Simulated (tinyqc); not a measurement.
Worked calculation: RHF in the sto-3g basis, for BH2+, spin multiplicity 1. One step of it, computed by the program tinyqc.

Task: Orthogonalisation. S = U s U^T; symmetric (Loewdin) form X = U s^(-1/2) U^T, so that X^T S X = 1.

overlap S, lower triangle:
```
           1B 1s     1B 2s    1B 2px     1B 2py    1B 2pz     2H 1s     3H 1s
1B 1s   1.000000
1B 2s   0.269328  1.000000
1B 2px  0.000000  0.000000  1.000000
1B 2py  0.000000  0.000000  0.000000   1.000000
1B 2pz  0.000000  0.000000  0.000000   0.000000  1.000000
2H 1s   0.056605  0.439976  0.000000   0.406176  0.223121  1.000000
3H 1s   0.045701  0.394038  0.000000  -0.375454  0.206373  0.072211  1.000000
```

Give: eigenvalues of S; X.

Result:

eigenvalues of S: 0.3361  0.4197  0.8636  1.0000  1.0981  1.5146  1.7679

X, lower triangle:
```
          1B 1s    1B 2s  1B 2px   1B 2py   1B 2pz    2H 1s   3H 1s
1B 1s    1.0316
1B 2s   -0.1628   1.2220
1B 2px   0.0000   0.0000  1.0000
1B 2py  -0.0016   0.0234  0.0000   1.1635
1B 2pz  -0.0108   0.0966  0.0000   0.0104   1.0483
2H 1s    0.0272  -0.3089  0.0000  -0.2848  -0.1530   1.2252
3H 1s    0.0255  -0.2580  0.0000   0.2465  -0.1318  -0.0140  1.1730
```
